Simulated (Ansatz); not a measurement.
Total energies of `C=C(C)C(=C)Cl`.

```
atom    x (Å)    y (Å)    z (Å)
  C1  -1.0661  -1.4649   0.4080
  C2  -0.3636  -0.3908   0.0464
  C3  -0.8239   0.4959  -1.0719
  C4   0.8881  -0.0091   0.7075
  C5   1.6267   1.0506   0.3867
 Cl6   1.4408  -1.0229   2.0069
  H7  -1.9872  -1.7152  -0.1042
  H8  -0.7469  -2.1134   1.2124
  H9  -0.0839   0.5389  -1.8757
 H10  -0.9901   1.5195  -0.7252
 H11  -1.7583   0.1220  -1.4892
 H12   1.3216   1.7095  -0.4148
 H13   2.5426   1.2799   0.9130
```

Total charge 0; spin multiplicity 1. The geometry is a stationary point of PBE0-D4/def2-TZVP. It is one conformer, not always the lowest. Basis def2-TZVPP, the Gaussian-basis code of Ansatz.

RPA on PBE orbitals: Hartree–Fock energy of these orbitals -652.89869 Eh, correlation -1.65984 Eh (frozen core).

```
             functional  energy without D4 (Eh)  D4 term (kJ/mol)
                    PBE              -654.53970             -31.0
                 revPBE              -654.85151            -100.8
                   BLYP              -654.89385             -68.9
                 r2SCAN              -654.84318              -7.9
                   PBE0              -654.60054             -26.2
                r2SCANh              -654.83303              -8.3
                r2SCAN0              -654.81909              -9.2
HSE06 (plane-wave form)              -654.58119             -24.2
                  BHLYP              -654.86717             -35.7
              CAM-B3LYP              -654.89168             -26.3
                LC-ωPBE              -654.72768                 –
                ωB97X-V              -654.86746                 –
                ωB97M-V              -654.87504                 –
               PBE-QIDH              -654.48611                 –
```

(1) Give the same for LDA (SPW92), B97M-V, B3LYP, B2PLYP. (Best estimate.)

B3LYP takes the VWN-RPA correlation (the form of Gaussian; ORCA's B3LYP/G). HSE06 is the plane-wave form, built on full-range PBE exchange. The double hybrids freeze the cores in their second-order part.

Answers

(1) The calculation gave: 
```
 functional  energy without D4 (Eh)  D4 term (kJ/mol)
LDA (SPW92)              -651.68124                 –
     B97M-V              -654.88547                 –
      B3LYP              -655.01630             -49.7
     B2PLYP              -654.68248                 –
```

LC-ωPBE has ω = 0.4 bohr⁻¹.
